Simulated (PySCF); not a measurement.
## Simulated absorption spectrum

Species: C5H11P.
InChI=1S/C5H11P/c1-6(2)5-3-4-5/h5H,3-4H2,1-2H3

Method used: PySCF 2.14.0, density-fitted response routines, TDDFT PBE0/def2-SVPD, vertical, gas phase, core orbitals frozen in the response. The structure is a single GFN2-xTB conformer in the gas phase; no vibrational or solvent corrections. Torsions of this conformer, `[CH3:1][P:2]([CH3:3])[CH:4]1[CH2:5][CH2:6]1`: C1–P2–C4–C5 -96°.

Broadening: Gaussians 0.25 eV wide at half height, area fixed by f = 4.319×10⁻⁹ ∫ε dν̃. The width is an assumption, not a result. The curve ends short of the highest state used, and states not computed would add to its high-energy end.

| E (eV) | ε (L mol⁻¹ cm⁻¹) |
| --- | --- |
| 5.96 | 15 |
| 5.99 | 40 |
| 6.02 | 96 |
| 6.06 | 278 |
| 6.09 | 565 |
| 6.12 | 1065 |
| 6.15 | 1864 |
| 6.18 | 3034 |
| 6.22 | 5205 |
| 6.25 | 7203 |
| 6.28 | 9330 |
| 6.31 | 11341 |
| 6.34 | 12974 |
| 6.38 | 14214 |
| 6.41 | 14346 |
| 6.44 | 13892 |
| 6.47 | 13068 |
| 6.50 | 12137 |
| 6.54 | 11083 |
| 6.57 | 10520 |
| 6.60 | 10059 |
| 6.63 | 9529 |
| 6.66 | 8791 |
| 6.70 | 7446 |
| 6.73 | 6342 |
| 6.76 | 5422 |
| 6.79 | 4937 |
| 6.82 | 5061 |
| 6.86 | 6192 |
| 6.89 | 7543 |
| 6.92 | 8969 |
| 6.95 | 10094 |
| 6.98 | 10602 |
| 7.02 | 10084 |
| 7.05 | 8911 |
| 7.08 | 7362 |
| 7.11 | 5783 |
| 7.14 | 4473 |
| 7.18 | 3445 |
| 7.21 | 3235 |
| 7.24 | 3381 |
| 7.27 | 3697 |
| 7.30 | 3990 |
| 7.34 | 4113 |

(1) Where are the band maxima, and which computed states make them?

(2) On this curve, what absorbance would a 10⁻⁴ mol/L sample give at 193 nm over a 1 cm path?

(3) Coming from long wavelengths, where does ε first pass 100 L mol⁻¹ cm⁻¹?

Answers

(1) 194 nm (6.40 eV), ε about 14000, made up of S1 (43%) and S2 (52%); 178 nm (6.98 eV), ε about 11000, made up of S4 (99%); 169 nm (7.33 eV), ε about 4100, made up of S5 (96%) (ε in L mol⁻¹ cm⁻¹; maxima over ε = 5, shares over 10%). The states used: S1 6.34 eV (f 0.070); S2 6.44 eV (f 0.074); S3 6.64 eV (f 0.073); S4 6.99 eV (f 0.098); S5 7.33 eV (f 0.037); S6 7.61 eV (f 0.028); S7 7.88 eV (f 0.112); S8 7.94 eV (f 0.025).

(2) 193 nm is 6.424 eV, where ε is about 14000 L mol⁻¹ cm⁻¹, so A = ε c l ≈ 1.4 (Beer–Lambert, with the gas-phase spectrum and the assumed width).

(3) At about 206 nm (6.02 eV), 0.31 eV below S1.
